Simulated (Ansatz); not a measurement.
# AlH₂− (singlet): PBE0, B3LYP, r2SCAN0 over a scan of the scale of all distances, 6-31++G**

How well do these functionals follow the top wave-function level for AlH₂− (singlet) over a scan of the scale of all distances?

Method: 6-31++G**, all electrons in the functionals; program: Ansatz 0.2.0, Gaussian basis.

To be run: PBE0, B3LYP, r2SCAN0, at 0.872; 1.000; 1.120; 1.307; 1.482; 1.778; 1.983; 2.376.

17 further runs of the same task are left out: 1 for a mislabelled method, 12 that didn't finish, 4 set aside as unsound or not needed.

## Step 1: What is computed

The geometry derives from a PBE0/def2-TZVPD stationary point (not a proven minimum). All distances are scaled together.

3 atoms, charge -1, spin multiplicity 1.

Atoms are counted from 1 here; the program's logs count them from 0.

Bond lengths: Al1–H2 1.697 Å, Al1–H3 1.697 Å. Angles: H2–Al1–H3 93.2°.

Coordinates:

```xyz
3
AlH2
Al    0.0000   -0.0810    0.0000
H     0.0000    1.0848   -1.2329
H     0.0000    1.0848    1.2329
```

No dispersion term is added. B3LYP takes the VWN-RPA correlation.

The geometry shown and the zero of energy belong to the point 1.000. The yardstick, FCI, and other wave-function levels (R restricted, U unrestricted, valence and pair active spaces) come from earlier runs.

## Step 2: PBE0, 0.872

Input file in.yaml:

```yaml
crystal:
  periodic: [false, false, false]
  atoms:
    - {symbol: Al, position_ang: [0.000000, -0.070674, 0.000000]}
    - {symbol: H, position_ang: [0.000000, 0.945938, -1.075072]}
    - {symbol: H, position_ang: [0.000000, 0.945939, 1.075072]}
basis:
  gaussian: {orbitals: "6-31++G**"}
total_charge: -1
magnetization: {spin_polarized: true, initial_magnetization: 0}
hamiltonian: {xc: {name: PBE0}}
output: {orbitals: {seedname: orbitals}}
```

Command:

```console
> ansatz run in.yaml --threads 1 --pin off --events-out ev --progress --plain --max-ram 2393MiB
```

The runs that follow: PBE0, 1.000; PBE0, 1.120; PBE0, 1.307; PBE0, 1.482; PBE0, 1.778; PBE0, 1.983; PBE0, 2.376; B3LYP, 0.872; B3LYP, 1.000; B3LYP, 1.120; B3LYP, 1.307; B3LYP, 1.482; B3LYP, 1.778; B3LYP, 1.983; B3LYP, 2.376; r2SCAN0, 0.872; r2SCAN0, 1.000; r2SCAN0, 1.120; r2SCAN0, 1.307; r2SCAN0, 1.482; r2SCAN0, 1.778; r2SCAN0, 1.983; r2SCAN0, 2.376.

Before running them: what should the planned runs give, taken together? Wanted: span of the FCI curve; largest miss, PBE0; largest miss, B3LYP; largest miss, r2SCAN0.

As calculated:

```
             quantity                  value
span of the FCI curve         101.7 kcal/mol
   largest miss, PBE0  +3.3 kcal/mol (1.983)
  largest miss, B3LYP  -4.0 kcal/mol (2.376)
largest miss, r2SCAN0  +4.8 kcal/mol (1.778)
```

What this shows: Of the functionals, PBE0 keep the smallest largest miss at the points compared (at most 3.3 kcal/mol) and r2SCAN0 strays most (4.8 kcal/mol, at 1.778). PBE0, B3LYP, r2SCAN0 clearly break the spin symmetry at some points (⟨S²⟩ up to 1.12 above the pure value), so energy there is bought with a mixed spin. Functionals and the yardstick converge differently with the basis, so part of each miss in 6-31++G** is the basis.
